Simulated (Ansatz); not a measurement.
Results of PBEsol in Ansatz (PAW) for fcc Pt.

Settings: plane-wave cutoff 520 eV, 18×18×18 k mesh, Fermi–Dirac smearing 0.1 eV, perturbation theory, force constants from a 6×6×6 q mesh, scalar-relativistic PAW data made under PBE.

Task: Give the computed zero-point energy.

Result: 
- zero-point energy: 0.023 eV/atom

Spin–orbit coupling is not included.

Computing time: about 30 core-minutes (a rough figure).

Ansatz is a program for electronic structure.
